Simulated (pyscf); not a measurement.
5 gas-phase steps of one pattern: four-centre exchange on the singlet surface, As–Si + H–H or Ge–P + H–H or H–H + P–Si broken and As–H + H–Si or Ge–H + H–P or H–P + H–Si formed. Structures and frequencies: ωB97X-D3(BJ)/def2-SVP in PySCF. Electronic energies in eV, from the separated reactants; ΔE‡ and ΔE at ωB97M-D3(BJ)/def2-TZVP. Rows were drawn at random from the steps of this pattern with a verified saddle, stable references and no exit in the data more than 5 kcal/mol lower.

```csv
row,step,ΔE,ΔE‡
1,HO–As(OH)–SiH₃ + H₂ → HO–AsH–OH + SiH₄,-0.18,2.06
2,H₂P–SiH₂–PH₂ + H₂ -> H₃Si–PH₂ + PH₃,-0.04,?
3,H₂P–GeH₂–PH₂ + H₂ → H₂P–GeH₃ + PH₃,+0.03,2.75
4,H₃Si–PH–InH₂ + H₂ → H₂P–InH₂ + SiH₄,+0.04,2.79
5,H₃Si–PH–GaH–PH₂ + H₂ → H₂P–GaH–PH₂ + SiH₄,+0.06,2.82
```

Q: Fit ΔE‡ = a + b·ΔE to the other rows and predict row 2.

A: Over the 4 complete rows the means are -0.01 (ΔE) and 2.60 (ΔE‡); least squares gives b = 3.24 and a = 2.65 eV, with residuals of 0.01 eV (root mean square; largest 0.02, row 5). For row 2: 2.65 + 3.24 × (-0.04) = 2.52 eV. The computed barrier is 2.83 eV, 0.31 over the line. The line follows the complete rows closely but misses this one by more than their scatter. Each barrier is that of the saddle found. Elements up to Kr have no core potential and no relativistic terms here. Elements past Kr carry the def2 core potentials, without spin-orbit coupling.
